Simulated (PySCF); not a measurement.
# TDDFT excited states: CH4O

Compound: methanol, CH4O.
Bonds: C1–O2. Hydrogens: H3, H4, H5 on C1; H6 on O2.

Level of theory: PySCF 2.14.0, density-fitted response routines, TDDFT PBE0/def2-SVPD, vertical, gas phase, core orbitals frozen in the response. Geometry: GFN2-xTB; no solvent, vibrations or thermal averaging.

Q: What does the calculation give for the low-lying excited states?

A: 

| state | E (eV) | λ (nm) | f | \|μ\| (D) | symmetry | main configurations (H = HOMO, L = LUMO) |
| --- | --- | --- | --- | --- | --- | --- |
| S1 | 6.93 | 178.8 | 0.0015 | 0.24 | – | H→L (97%) |
| S2 | 8.10 | 153.0 | 0.035 | 1.06 | A″ | H→L+1 (97%) |
| S3 | 8.65 | 143.4 | 0.0016 | 0.22 | – | H-1→L (97%) |
| S4 | 9.18 | 135.0 | 0.012 | 0.59 | A″ | H→L+3 (97%) |
| S5 | 9.23 | 134.3 | 0.065 | 1.36 | A′ | H→L+2 (98%) |
| S6 | 9.72 | 127.5 | 0.061 | 1.28 | A′ | H-1→L+1 (97%) |
| S7 | 9.96 | 124.5 | 0.0066 | 0.42 | A″ | H→L+4 (97%) |
| S8 | 10.26 | 120.8 | 0.0089 | 0.48 | A″ | H→L+5 (96%) |

Triplets (Tamm–Dancoff): T1 6.59 eV, H→L (92%); T2 7.82 eV, H→L+1 (91%); T3 8.25 eV, H-1→L (93%).

The lowest singlet comes at 179 nm (669 kJ/mol) in the vacuum ultraviolet; it is very weak; its leading configuration is HOMO→LUMO (97%). The most intense listed level is S5 at 9.23 eV (134 nm, f = 0.065), 2.30 eV above S1. Löwdin shares by element: HOMO oxygen 66%, carbon 16%, hydrogen 14% or more; LUMO oxygen 32%, carbon 30%, hydrogen 28% or more. The oscillator strengths of these states sum to 0.191; summed over the whole spectrum of an exact calculation they would give the number of electrons, 18 (Thomas–Reiche–Kuhn). Orbital energies (eV): HOMO-3 -12.48, HOMO-2 -12.15, HOMO-1 -9.60, HOMO -7.99, LUMO 0.59, LUMO+1 1.46, LUMO+2 2.66. Weighted by f, the mean energy of these states is 9.23 eV. Symmetry labels in Cs follow from the direction of the transition dipole and are given only for states with f of 0.002 or more. Only the lowest 8 singlets were computed, as vertical energies without vibronic structure.

On an Arm Neoverse V1 with one thread, on a shared host, this took 2.3 s wall.
